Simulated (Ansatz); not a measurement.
Cubic perovskite CsSnBr₃

The numbers are results of PBEsol+SOC (PAW; Ansatz, a first-principles code), not measurements.

Run with plane-wave cutoff 520 eV, 6×6×6 k mesh, Fermi–Dirac smearing 0.01 eV, PAW data made under PBE.

Cell (relaxed at this level):

```cif
data_Br3CsSn
_chemical_formula_sum 'Cs1 Sn1 Br3'
_space_group_name_H-M_alt 'P 1'
_space_group_IT_number 1
_cell_length_a 5.76040
_cell_length_b 5.76040
_cell_length_c 5.76040
_cell_angle_alpha 90.000
_cell_angle_beta 90.000
_cell_angle_gamma 90.000
loop_
_space_group_symop_operation_xyz
  'x, y, z'
loop_
_atom_site_label
_atom_site_type_symbol
_atom_site_fract_x
_atom_site_fract_y
_atom_site_fract_z
_atom_site_occupancy
Cs1 Cs 0.00000 0.00000 0.00000 1
Sn1 Sn 0.50000 0.50000 0.50000 1
Br1 Br 0.50000 0.00000 0.50000 1
Br2 Br 0.00000 0.50000 0.50000 1
Br3 Br 0.50000 0.50000 0.00000 1
```

| Property | Result |
|---|---|
| bulk modulus B0 | 22.0 GPa |
| band gap | 0.15 eV (direct) |
| direct gap at Γ | 4.88 eV |

Note: the relaxation could not lower the start's symmetry, so the cell can be a saddle point above a distorted one.

Computed values are for the static lattice.

It cost very roughly 10 core-minutes of CPU time.
